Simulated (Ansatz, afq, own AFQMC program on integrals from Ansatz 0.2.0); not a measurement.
GeH$_{3}$O, doublet in cc-pVDZ, levels against AFQMC with the constraint released

```xyz
5

Ge   -0.0296   -0.0183    0.3241
O     0.0862    0.1056   -1.4537
H     0.7569   -1.2766    0.7958
H     0.6249    1.2888    0.8261
H    -0.6164   -0.3702   -1.9029
```

Connectivity, by distances: GeH2–OH.

Basis cc-pVDZ. Only valence electrons are correlated. Ansatz 0.2.0 and our own AFQMC program on the same integrals; the CISD trial comes from CCSD amplitudes, and released means the phaseless constraint is let go. Error bars are statistical, one sigma. No spin–orbit coupling.

Determinant: ROHF, the one that the program's search chose, which needn't be the lowest solution. The geometry is a point of a scan.

No full CI on the walks' own integrals is used here. The released AFQMC energy serves as the reference, which it does only where one determinant dominates, the energy is flat over the last release times and near the phaseless one (40 meV or 2 meV an electron, half that with transition metals). On small molecules, where full CI could be run and the noise was under 10 meV, such values lay within 10 meV of it in 19 cases of 20, a flattering rate, since the rule was set on those same cases; what remains of the bias isn't in the error bar.

Cautions: no relativity below Rb; no spin-orbit coupling; inner d shell frozen; the released value is read at 2.40 1/Eh with a noise of 19 meV, more than in the cases checked (meV from the phaseless value at times in 1/Eh: 5 ± 16 at 0.24, -8 ± 16 at 0.51, -19 ± 16 at 0.99, -25 ± 14 at 1.62, -18 ± 19 at 2.40).

```
T1 diagnostic                               : 0.0184
weight of the determinant in the CISD state : 0.891
size of the correlated space                : 13 electrons in 41 orbitals
```

Reference: AFQMC with the constraint released, correlation energy -8.377 ± 0.019 eV.

```json
{"level": "HF", "E − E(reference) (meV)": "8377.1 ± 19.3", "share of correlation (%)": "0.00"}
{"level": "MP2", "E − E(reference) (meV)": "846.2 ± 19.3", "share of correlation (%)": "89.90"}
{"level": "CCSD", "E − E(reference) (meV)": "230.4 ± 19.3", "share of correlation (%)": "97.25"}
{"level": "CCSD(T)", "E − E(reference) (meV)": "53.6 ± 19.3", "share of correlation (%)": "99.36"}
{"level": "ph-AFQMC/CISD", "E − E(reference) (meV)": "17.9 ± 28.2", "share of correlation (%)": "99.79"}
```

Released energies are given only where the last usable release times agree within the noise; a slower fall can still hide under it.
